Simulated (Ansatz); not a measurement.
A made-up structure of LiAlHCl, singlet:

Li1  (-2.019, -0.036, 0.237)
Al2  (0.074, 0.205, -0.133)
Cl3  (1.047, -1.491, 0.796)
H4  (0.898, 1.321, -0.900)
(Å)

It is relaxed with PBE-D4/def2-SVP and then PBE0-D4/def2-TZVP (Ansatz 0.2.0). Atoms count as bonded within 1.22 times the sum of their covalent radii (H–H: 0.88 Å). The end point is not checked to be a true minimum.

Task: Does its bonding change? (Judge from chemistry; the calculation decides.)

Result: Computed: No: no bond forms or breaks.

Where it ends: The first stage lowers the energy by 0.75 eV in 7 steps. It ends as LiAlHCl ([Li][AlH][Cl]):
```json
{"atom": "Li1", "x (Å)": "-2.4915", "y (Å)": "-0.0111", "z (Å)": "0.2722"}
{"atom": "Al2", "x (Å)": "0.0897", "y (Å)": "0.1903", "z (Å)": "-0.1255"}
{"atom": "Cl3", "x (Å)": "1.3030", "y (Å)": "-1.3925", "z (Å)": "0.7094"}
{"atom": "H4", "x (Å)": "1.0988", "y (Å)": "1.2133", "z (Å)": "-0.8562"}
```

Labels in which every atom is bracketed show which atoms are joined, not bond orders.

For scale, one of the runs: PBE0-D4/def2-TZVP relaxation, 94 basis functions, launched by `ansatz run in.yaml --threads 2 --pin off --events-out ev --progress --plain --max-ram 4352MiB`. The run took about 5.5 s on 2 CPU threads of an Arm Neoverse V2 (shared host).
